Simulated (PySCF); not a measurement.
## Potential energy of S₂ along the bond

Set-up: S 6-311G(d,p); no relativity (PySCF 2.14). Energies in eV from S + S in their ground configurations at the same level. State: ³Σg⁻ (triplet), unpaired electrons π ↑↑.

All columns are r²SCAN.

```csv
R (Å),E (eV),HOMO (eV),LUMO (eV),Mayer bond order,⟨S²⟩
1.642,-2.583,-5.39,-3.56,1.72,2.00
1.718,-3.564,-5.66,-3.86,1.73,2.00
1.794,-4.106,-5.91,-4.14,1.75,2.00
1.852,-4.305,-6.09,-4.33,1.76,2.00
1.909,-4.373,-6.26,-4.52,1.78,2.00
1.966,-4.343,-6.42,-4.69,1.79,2.01
2.043,-4.192,-6.61,-4.91,1.81,2.01
2.138,-3.885,-6.83,-5.14,1.84,2.01
2.253,-3.418,-7.05,-5.39,1.87,2.01
2.405,-2.725,-7.29,-5.66,1.90,2.01
```

The state is the lowest determinant that a PBE0 search found; another state may lie lower at other levels.
